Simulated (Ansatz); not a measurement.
GeN⁺, triplet in cc-pVDZ: errors against full CI

Geometry: a point of a stretch scan, not a stationary point.

```xyz
2

Ge    0.0000    0.0000    0.0000
N     0.0000    0.0000    3.4780
```

Basis cc-pVDZ; Ansatz 0.2.0. Correlated methods freeze the noble-gas cores and the filled d shells of p-block atoms, which leaves 8 electrons in 26 orbitals. R marks a restricted (for open shells ROHF) determinant, U an unrestricted one. Active spaces: pair = (4e, 4o) about the gap; valence = (8e, 8o) chosen from the atoms' valence shells. No spin–orbit coupling is included, and no scalar relativity.

Full CI is exact within this basis and frozen core; it isn't the basis-set limit. The frozen core follows each run's orbitals, which can shift R against U totals by a few meV for light atoms and by up to 0.1 eV past Ca.

The R cluster runs have T1 = 0.282 on a determinant 0.50 eV above the lowest RHF solution, too large to trust, so RMP2, RCCSD, RCCSD(T), RCCSDT(Q), RCCSDT aren't compared. BCCD(T) turns its orbitals far from the restricted determinant (T1 = 0.307 for the singles of that rotation), so its spin and state can't be checked, and it isn't compared.

The UHF ⟨S²⟩ is 3.013. The T1 diagnostic (RCCSD) is 0.2824 and the largest doubles amplitude (RCCSD) is 0.108.

```
                   level  E − E(full CI) (kcal/mol)    wall time
                    RHF†                     170.37            –
                   RMP2†                      65.27            –
                 RCCSD*†                       3.37            –
              RCCSD(T)*†                       0.46         21 s
               BCCD(T)*†                       0.98         18 s
                RCCSDT*†                       0.61            –
             RCCSDT(Q)*†                      -0.28         42 s
               RCCSDTQ*†                       0.09  35 s (H100)
  CASSCF (valence space)                      73.49            –
  NEVPT2 (valence space)                      16.12         12 s
  MRCISD (valence space)                       2.91            –
MRCISD+Q (valence space)                      -0.75         12 s
```

An asterisk marks runs whose energy the program itself flagged as in doubt. A dagger marks rows that describe another state than the reference (another or a broken symmetry, a higher spin or other natural occupations), so the difference holds a gap between states beside the method's error.

Run but not shown, since their state, orbitals or frozen core can't be matched to the reference's or they repeat it: UHF, UMP2, CISD, UCCSD, UCCSD(T), UCCSDT, UCCSDT(Q), UCCSDTQ, CASSCF (pair space), NEVPT2 (pair space), MRCISD (pair space), MRCISD+Q (pair space).

Times hold each run's SCF and search for its determinant on a shared host, so for small cases they say little of a method's own cost; rows without a card ran on 1 thread of AMD EPYC 7R13.

Not variational, and here over 5 meV under the exact energy: MRCISD+Q (valence space).

The restricted determinant belongs to another symmetry than the lowest state (B2); the lowest full-CI state of the determinant's symmetry (A2) lies 0.004 eV higher, and methods that keep that symmetry describe that state.

The full-CI state has the irrep B2 of C2v, in the program's axes (one component, if the state is degenerate).

Natural occupations of full CI about the gap: 1.970 1.918 1.037 0.994 0.994 0.943 0.034 0.034 0.010 0.009; effectively unpaired electrons, Σ n²(2−n)², 4.03. No single determinant describes this state well, so single-reference rows can miss without a flag.
